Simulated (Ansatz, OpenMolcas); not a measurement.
How basis sets differ on C2H4F2 (1,2-difluoroethane)

C2H4F2: 8 atoms, total charge 0, spin state singlet. As SMILES, `FCCF`. The coordinates come from a PBE0-D4/def2-TZVP relaxation. This is one conformer, not always the lowest.

Quantity: the HOMO–LUMO gap, in eV. The values are calculated.

```json
{"level": "B2PLYP/STO-3G", "kind": "double hybrid", "program": "Ansatz", "value (eV)": "17.73", "CPU time": "0.51 s"}
{"level": "B2PLYP/3-21G", "kind": "double hybrid", "program": "Ansatz", "value (eV)": "15.24", "CPU time": "0.71 s"}
{"level": "B2PLYP/6-31G", "kind": "double hybrid", "program": "Ansatz", "value (eV)": "15.04", "CPU time": "0.75 s"}
{"level": "B2PLYP/6-31G* (Cartesian functions)", "kind": "double hybrid", "program": "Ansatz", "value (eV)": "15.12", "CPU time": "1.1 s"}
{"level": "B2PLYP/6-31G** (Cartesian functions)", "kind": "double hybrid", "program": "Ansatz", "value (eV)": "15.12", "CPU time": "1.4 s"}
{"level": "B2PLYP/6-311G**", "kind": "double hybrid", "program": "Ansatz", "value (eV)": "13.45", "CPU time": "1.6 s"}
{"level": "B2PLYP/6-311+G**", "kind": "double hybrid", "program": "Ansatz", "value (eV)": "12.19", "CPU time": "2.2 s"}
{"level": "B2PLYP/def2-SVPD", "kind": "double hybrid", "program": "OpenMolcas", "value (eV)": "12.74", "CPU time": "47 s"}
{"level": "B2PLYP/6-311++G(2d,2p)", "kind": "double hybrid", "program": "Ansatz", "value (eV)": "11.66", "CPU time": "3.4 s"}
```

The values span 11.66 to 17.73 eV. Orbital gaps aren't excitation energies, and those of double hybrids come from the SCF part alone. Times are those of the runs behind each value, whatever else they computed, on shared processors of several kinds: orders of magnitude only.
